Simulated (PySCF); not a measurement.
Geometry:
```
atom   x (Å)   y (Å)   z (Å)
  C1   1.506  -0.688  -0.348
  C2   0.744   0.360   0.460
  C3  -0.654   0.600  -0.068
  C4  -1.684  -0.436   0.279
  N5  -0.994   1.591  -0.790
  H6   2.522  -0.830   0.049
  H7   1.002  -1.666  -0.325
  H8   1.593  -0.383  -1.402
  H9   1.295   1.315   0.444
 H10   0.688   0.041   1.515
 H11  -1.367  -1.437  -0.054
 H12  -1.822  -0.492   1.371
 H13  -2.640  -0.183  -0.196
 H14  -0.188   2.209  -0.936
```

- geometry: PBE0-D3(BJ)/def2-SVP
- σ from GIAO-KT2/pcSseg-2
- code: PySCF
- one conformer, non-relativistic, one averaged value for each set of equivalent atoms, no solvent

Referencing at the same level of theory: 13C (σ = 182.28 ppm) and 1H (σ = 31.18 ppm) against TMS; NH3 for 15N (σ = 260.12 ppm).

| atoms | nucleus | count | δ (ppm) |
| --- | --- | --- | --- |
| C4 | 13C | 1 | ? |
| C2 | 13C | 1 | ? |
| C1 | 13C | 1 | 15.9 |
| H14 | 1H | 1 | 8.62 |
| H9/H10 | 1H | 2 | 2.17 |
| N5 | 15N | 1 | 321.5 |
| H6/H7/H8 | 1H | 3 | 1.14 |
| C3 | 13C | 1 | ? |
| H11/H12/H13 | 1H | 3 | 1.98 |

Q: Complete the table.

A: 
- C3: 182.8 ppm, carbon bonded to 2 C, N
- C2: 44.2 ppm, carbon bonded to 2 C, 2 H
- C4: 24.4 ppm, carbon bonded to C, 3 H

OH/NH shifts are gas-phase values; hydrogen bonding in solution moves them, usually downfield. Shifts are as computed. Against solution values, carbons near 30 ppm lie about +3 ppm off and those near 130 ppm about -1 ppm. Of 1211 compounds with measured shifts, 218 miss one by over three times the rms of a fit or turn the order of signals round; such compounds aren't used in these exercises. Experimental scales use liquid or dissolved standards, which lie at an offset from isolated NH3 (liquid NH3: subtract about 20 ppm). Unscaled 15N shifts of sp2 nitrogen come out 20 to 40 ppm too high even then.
